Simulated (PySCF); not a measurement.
Homolysis of single bonds, series Ga F-H. Gas-phase values, no solvent. Strings in code marks are SMILES.

All values below come from B3LYP-D3(BJ)/def2-TZVP in PySCF 2.14.0. B3LYP has the VWN-RPA correlation part, as in Gaussian. 

```
species                             dipole moment (D)
----------------------------------  -----------------
whole molecule (`[F][Ga]([F])[F]`)               0.00
radical fragment (`[F]`)                         0.00
radical fragment (`[F][Ga][F]`)                  2.49
radical fragment (`[F][GaH]`)                    2.31
```
